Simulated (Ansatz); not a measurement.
# triplet SOF2: levels of theory compared

Aim: a comparison of 6 runs (U-r2SCAN0/STO-3G, UB2PLYP/STO-3G, UHSE06/STO-3G, UPBE0/STO-3G, RPA@PBE/STO-3G, UCCSD/STO-3G) of triplet SOF2. 

Program for the calculation: Ansatz 0.2.0.

70 further runs of the same task are left out: 9 that didn't finish, 61 set aside as unsound or not needed.

**1. The structure to begin with**

SOF2 has 4 atoms, charge 0, and is taken as a triplet. As SMILES of the parent species, `O=S(F)F`. The shape is that of a PBE0-D4/def2-TZVP optimisation. That shape belongs to the parent species and isn't relaxed for this state.

Bond lengths: O1–S2 1.419 Å, S2–F3 1.588 Å, S2–F4 1.588 Å. Angles: O1–S2–F3 106.5°, O1–S2–F4 106.4°, F3–S2–F4 93.0°.

**2. A single-point energy at U-r2SCAN0/STO-3G (run 1)**

Contents of job.yaml:

```yaml
crystal:
  periodic: [false, false, false]
  atoms:
    - {symbol: O, position_ang: [0.932400, 0.066600, -1.017800]}
    - {symbol: S, position_ang: [-0.151300, -0.426200, -0.245700]}
    - {symbol: F, position_ang: [-1.124400, 0.804200, 0.000400]}
    - {symbol: F, position_ang: [0.343300, -0.444600, 1.263100]}
basis:
  gaussian:
    orbitals: STO-3G
magnetization:
  spin_polarized: true
  initial_magnetization: 2
hamiltonian:
  xc: {name: r2SCAN0}
accuracy: high
```

Command:

```console
$ ansatz run job.yaml --threads 1 --pin off --max-ram 2610MiB --events-out events.jsonl --progress --plain --runs-dir runs
```

What it wrote:

```text
Warning: RAYON_NUM_THREADS=1 ignored (pool sized by the plan → 1); use --threads N
Functional definition: r2SCAN0
  name "r2SCAN0"
  parameter a = 0.25
  parameter k0 = 0.174
  parameter k1 = 0.065
  parameter a1 = 4.9479
  exchange = (1 - a)*r2scan_x(k0 = k0, k1 = k1, a1 = a1) + a*exact_x
  correlation = r2scan_c
463 factors; integrals over basis functions are off by at most 2.8e-8 eV
mean field evaluation 1: about -18070.2729 eV, gradient 2.3e1 eV
mean field evaluation 2: about -18068.3609 eV, gradient 3.2e1 eV
mean field evaluation 4: about -18074.5521 eV, gradient 3.2e0 eV
mean field evaluation 8: about -18074.6953 eV, gradient 3.2e-2 eV
mean field evaluation 16: about -18074.6953 eV, gradient 1.6e-4 eV
mean field evaluation 32: about -18074.2815 eV, gradient 2.8e0 eV
mean field -18074.69532880 eV, -664.2328018648 hartree, gradient 4.5e-8 eV, S^2 2.021534; 2 other end points of the search recorded, 0 dependent functions left out
reference -18074.69532897 eV, -664.2328018713 hartree; 22, 20 occupied and 2, 4 virtual orbitals, 463 factors
Total energy: -18074.69532897 eV, -664.2328018713 hartree
```

It took 10 s on 1 thread of Arm Neoverse V1, shared host; peak memory 0.25 GiB.

**3. The energy at UB2PLYP/STO-3G (run 2)**

Contents of input.yaml:

```yaml
crystal:
  periodic: [false, false, false]
  atoms:
    - {symbol: O, position_ang: [0.932400, 0.066600, -1.017800]}
    - {symbol: S, position_ang: [-0.151300, -0.426200, -0.245700]}
    - {symbol: F, position_ang: [-1.124400, 0.804200, 0.000400]}
    - {symbol: F, position_ang: [0.343300, -0.444600, 1.263100]}
basis:
  gaussian:
    orbitals: STO-3G
magnetization:
  spin_polarized: true
  initial_magnetization: 2
hamiltonian:
  xc: {name: B2PLYP}
correlation:
  frozen_orbitals: {F: 1, O: 1, S: 5}
accuracy: high
```

Command:

```console
$ ansatz run input.yaml --threads 1 --pin off --max-ram 2610MiB --events-out events.jsonl --progress --plain --runs-dir runs
```

What it wrote, shortened:

```text
Warning: RAYON_NUM_THREADS=1 ignored (pool sized by the plan → 1); use --threads N
Functional definition: B2PLYP
  name "B2PLYP"
[...]
463 factors; integrals over basis functions are off by at most 2.8e-8 eV
[...]
mean field -18063.20588405 eV, -663.8105725582 hartree, gradient 6.7e-8 eV, S^2 2.035405; 2 other end points of the search recorded, 0 dependent functions left out
8 core orbitals not correlated: weight in the atoms' cores, before any rotation towards them, 1.000 or more for the frozen orbitals, at most 0.000 for the correlated occupied ones
reference -18063.20589508 eV, -663.8105729635 hartree; 14, 12 occupied and 2, 4 virtual orbitals, 463 factors
second order -3.12448192 eV of doubles, -0.00000000 eV of singles
Total energy: -18064.04950520 eV, -663.8415750636 hartree
```

Run time: 7.8 s. Hardware: 1 thread of Arm Neoverse V1, shared host; peak memory 0.14 GiB.

Runs 3 to 5 aren't shown in full; the table further down has their settings and results.

**4. A single-point energy at UCCSD/STO-3G (run 6)**

Edit job.yaml of step 2 so:

```diff
@@ -13,4 +13,7 @@
   initial_magnetization: 2
-hamiltonian:
-  xc: {name: r2SCAN0}
+correlation:
+  method: ccsd
+  frozen_orbitals: {F: 1, O: 1, S: 5}
 accuracy: high
+scf:
+  omitted_lower_state_checks: [cluster_reference, increment]
```

Command:

```console
$ ansatz run job.yaml --threads 1 --pin off --max-ram 2610MiB --events-out events.jsonl --progress --plain --runs-dir runs
```

What it wrote:

```text
Warning: RAYON_NUM_THREADS=1 ignored (pool sized by the plan → 1); use --threads N
[... 14 lines left out ...]
8 core orbitals not correlated: weight in the atoms' cores, before any rotation towards them, 1.000 or more for the frozen orbitals, at most 0.000 for the correlated occupied ones
[... 49 lines left out ...]
Total energy: -18035.27411034 eV, -662.7840988073 hartree
Checks for a lower state left out: cluster_reference, increment
```

Wall time 1.6 s (1 thread of Arm Neoverse V1, shared host).

**5. Overview of the runs**

| run | level | frozen core orbitals | energy (Eh) | ⟨S²⟩ | wall time |
| --- | --- | --- | --- | --- | --- |
| 1 | U-r2SCAN0/STO-3G | – | -664.232802 | 2.022 | 10 s |
| 2 | UB2PLYP/STO-3G | 8 | -663.841575 | 2.035 | 7.8 s |
| 3 | UHSE06/STO-3G | – | -663.958093 | 2.016 | 3.9 s |
| 4 | UPBE0/STO-3G | – | -663.973660 | 2.016 | 3.3 s |
| 5 | RPA@PBE/STO-3G | 8 | -662.862218 | 2.004 | 6 s |
| 6 | UCCSD/STO-3G | 8 | -662.784099 | 2.040 | 1.6 s |

**6. What came out**

| quantity | value |
| --- | --- |
| run 6: total energy | -662.78410 Eh |
| run 6: correlation energy (8 core orbitals frozen) | -96.2 mEh |
| run 6: ⟨S²⟩ of the reference determinant | 2.040 |
| run 6: T1 diagnostic | 0.043 |

In words: Totals of different functionals can't be ranked against each other. In runs 1, 2, 3, 4, 5, 6 the basis is minimal, so the values are rough. All runs together took 33 s, the longest 10 s.
